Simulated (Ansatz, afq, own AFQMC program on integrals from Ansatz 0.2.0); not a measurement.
# Atomization energy of AlGaBH, singlet

```
atom   x (Å)    y (Å)    z (Å)
  Al  0.0000  -0.2428   2.1987
  Ga  0.0000   0.2222  -0.4743
   B  0.0000  -0.9941  -2.3518
   H  0.0000   1.7902  -0.8204
```

Connectivity, by distances: Al–GaH–B.

Atoms in their ground-state spins without spin–orbit coupling (mostly on UHF) minus the molecule (RHF), without zero-point energy. The geometry is a stationary point, not shown to be a minimum.

Basis cc-pVDZ. Only valence electrons are correlated. AFQMC by an in-house program on the Cholesky factors that Ansatz 0.2.0 writes for its CCSD(T) run. The CISD trial takes its coefficients from CCSD amplitudes. Released means that phaseless walkers are propagated on without the constraint, phases kept. Uncertainties: one standard error, sampling alone. No spin–orbit coupling. The errors of all members are added in quadrature.

No full CI on the walks' own integrals is used here; CCSDT(Q) serves as the reference and is uncertain by about the last step of the cluster series. Each member takes its own surest rung, up to full CI.

The best estimate is CCSD(T) at the basis-set limit (CBS: def2-TZVPP and def2-QZVPP, with their diffuse functions for anions and beside diffuse sets, MP2 extrapolated, CCSD(T) minus MP2 from TZVPP) plus the step from CCSD(T) to CCSDT(Q) in cc-pVDZ. Rows without CBS are in cc-pVDZ; B2PLYP and the wave-function rows carry a basis error of their own. Core correlation and relativity beyond core potentials are missing, and ± holds the sampling alone.

Cautions: inner d shell frozen; no relativity below Rb; no spin-orbit coupling; AlGaBH (singlet): another spin lies lower, restricted determinant unstable towards unrestricted (UHF 760 meV lower, ⟨S²⟩ 1.42), raised T1 diagnostic (T1 0.026, weight of the determinant 0.79, largest double 0.06), its ph-AFQMC/CISD value lies 57 ± 15 meV above CCSDT(Q).

```tsv
level	atomization energy (kJ/mol)
CCSD	446.8
MP2	438.7
HF	298.0
```

Question: From these cheaper values, estimate the atomization energy at the level of the best estimate.

Answer: 532.0 kJ/mol (best estimate, highest rung CCSDT(Q)).

```json
{"level": "CCSD(T)", "atomization energy (kJ/mol)": "459.5", "error against the best estimate (kJ/mol)": "-72.5"}
{"level": "ph-AFQMC/CISD", "atomization energy (kJ/mol)": "459.8 ± 1.5", "error against the best estimate (kJ/mol)": "-72.2 ± 1.5"}
{"level": "released AFQMC", "atomization energy (kJ/mol)": "461.2 ± 2.4", "error against the best estimate (kJ/mol)": "-70.8 ± 2.4"}
{"level": "HF/CBS", "atomization energy (kJ/mol)": "306.9", "error against the best estimate (kJ/mol)": "-225.1"}
{"level": "MP2/CBS", "atomization energy (kJ/mol)": "503.4", "error against the best estimate (kJ/mol)": "-28.6"}
{"level": "CCSD(T)/CBS", "atomization energy (kJ/mol)": "527.0", "error against the best estimate (kJ/mol)": "-5.0"}
{"level": "surest rungs in cc-pVDZ", "atomization energy (kJ/mol)": "464.6", "error against the best estimate (kJ/mol)": "-67.5"}
```

Correlation beyond CCSD(T) adds 5.0 kJ/mol. Going to the basis-set limit adds 67.5 kJ/mol at CCSD(T). The perturbative (T) step is worth +12.8 kJ/mol.

Best estimates are given only where the step beyond CCSD(T) is under 0.3 eV and no member's determinant is very poor (T1 over 0.05, or 0.07 for open shells, ⟨S²⟩ too high by 0.3, two states mixed), so the hardest cases are missing from such tables.

Each member of a difference takes its own highest rung, so a best estimate needn't equal the limit plus the step of one row. A walk keeps the symmetry of its determinant, which the program's search chose and which needn't be the lowest solution, so a lower state of the same spin and another symmetry isn't excluded. Released energies are given only where the last usable release times agree within the noise; a slower fall can still hide under it.
